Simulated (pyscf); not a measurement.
Elementary routes open to H₂P–PH₂ (SMILES PP) + SiH₂ (SMILES [SiH2]) [singlet] in the gas phase (singlet surface):
A. H₃Si–PH–PH₂ (SMILES [SiH3]PP) (H–P broken; P–Si, H–Si formed)
B. HP=PH (SMILES P=P) + SiH₄ (SMILES [SiH4]) (H–P, H–P broken; H–Si, H–Si formed)

Optimised with ωB97X-D3(BJ)/def2-SVP in PySCF. MP2 and CC: frozen core, UHF for open shells. ΔMP2 is the change of the MP2 total energy from the triple- to the quadruple-zeta basis.

Problem. Rank the routes by free-energy barrier at 900 K, lowest first, for CCSD(T)/def2-TZVPP + ΔMP2(QZVPP) energies (ideal gas, 1 atm, RRHO with modes under 100 cm⁻¹ raised to 100, one conformer, R ln 2 for chiral ones without a mode under 150 cm⁻¹).

Solution. A (26.0 kcal/mol), B (36.4 kcal/mol)

Route A is the fastest of these, ahead of the next by 10.3 kcal/mol. The most stable products are those of B (ΔG = -28.1 kcal/mol), whose barrier is 10.3 kcal/mol higher: the kinetic and the thermodynamic product differ. At 298 K A is still the fastest. A: On the reactant side the descent ends in an adduct with a H–Si contact, 11.5 kcal/mol under the separated species and 1.9 kcal/mol under the saddle at ωB97X-D3(BJ)/def2-TZVP. B: On the reactant side the descent ends in an adduct with a H–Si contact, 11.5 kcal/mol under the separated species and 16.9 kcal/mol under the saddle at ωB97X-D3(BJ)/def2-TZVP. Only these routes are compared; each barrier is that of the saddle found, and lower ones may exist. The CCSD(T) − MP2 part came from Ansatz, without density fitting, on the same reference.
